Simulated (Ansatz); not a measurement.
Two isomers of C2H5NO: A = `CNC=O`, B = `C1NCO1`.

Computed with Ansatz on PBE0-D4/def2-TZVP structures; ΔE is electronic, products minus reactants. CCSD(T)/CBS adds triple-zeta CCSD(T) − MP2 to the extrapolated MP2 energy (def2 sets, frozen cores). Functionals use def2-TZVPP. One conformer a species, not always the lowest.

Problem. Which isomer does CCSD(T)/CBS put lower? Give the gap. (Best estimate.)

Solution. Computed: A, by 170.0 kJ/mol.

Problem. Give E(B) − E(A) in kJ/mol with LDA (SPW92), PBE0-D4, CCSD/def2-TZVPP, CCSD(T)/def2-TZVPP, r2SCAN-D4, MP2/def2-TZVPP, CCSD(T)/def2-SVP. (Estimate.)

Solution. Ansatz gave: LDA (SPW92) 175.9, PBE0-D4 171.5, CCSD/def2-TZVPP 165.1, CCSD(T)/def2-TZVPP 168.3, r2SCAN-D4 186.7, MP2/def2-TZVPP 175.1, CCSD(T)/def2-SVP 184.8. None reverses the order clearly.

Problem. Does the order hold for the free energy at 298.15 K (harmonic terms from PBE0-D4)? (An estimate is asked.)

Solution. Computed: Yes: G(B) − G(A) = +177.8 kJ/mol, for one conformer each.

Largest T1 diagnostic: 0.015.

From PBE to PBE0 (25 % exact exchange), in def2-TZVPP and without D4, E(B) − E(A) moves by −11.4 kJ/mol. Leaving LDA and LC-ωPBE aside and taking each functional with its dispersion term where it has one, the values, not all of them listed here, spread over 33.3 kJ/mol, from ωB97X-V to BLYP-D4. LDA lies −7.1 kJ/mol from PBE without D4.
